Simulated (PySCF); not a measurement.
All values below come from PBE-D3(BJ)/def2-TZVP // PBE0-D3(BJ)/def2-SVP in PySCF 2.14.0. Isolated molecules, 0 K electronic values unless said otherwise. Delta-SCF ions had no search for a lower state. 

Reference species (SMILES): `N` (neutral, multiplicity 1).

* **dipole moment**: 1.75 D
* **vertical ionisation energy (Delta-SCF)**: 10.98 eV
* **HOMO**: -6.07 eV

Changed species: `CN(C)C` (free base N(CH3)3; the reference has free base NH3).

Task: Predict the effect on the dipole moment, vertical ionisation energy (Delta-SCF) and HOMO.

Result: the dipole moment falls by 1.44 D, to 0.31 D; the vertical ionisation energy (Delta-SCF) drops by 2.84 eV, to 8.14 eV; the HOMO rises by 1.33 eV, to -4.74 eV.
